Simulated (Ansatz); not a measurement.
bcc Mo, treated with LC-ωPBE in Ansatz (PAW).

Numerical settings: plane-wave cutoff 460 eV, 14×14×14 k mesh, Fermi–Dirac smearing 0.05 eV, no spin polarisation, scalar-relativistic PAW data made under PBE.

Computed at the level's own relaxed cell.

### Question
Give the computed equilibrium volume per atom, bulk modulus and lattice parameter a.

### Answer

- equilibrium volume per atom: 15.23 Å³/atom
- bulk modulus: 336 GPa
- lattice parameter a: 3.123 Å

Measured, for comparison: equilibrium volume per atom 15.49 Å³/atom, lattice constant a 3.141 Å (static lattice: zero-point anharmonic expansion removed; as tabulated in Mejia-Rodriguez and Trickey (2018), arXiv:1807.09216); bulk modulus 265 GPa (zero-point energy and finite temperature contributions removed, our sources range from 265 to 278; as tabulated in doi:10.1021/acs.jctc.3c00612). Computed (rounded) less measured: equilibrium volume per atom -1.7 %, bulk modulus +27 % (+21 % to +27 % over the range), lattice constant a -0.6 %.

The computed numbers hold no vibrational or temperature effects.

Ansatz is a program for electronic structure.
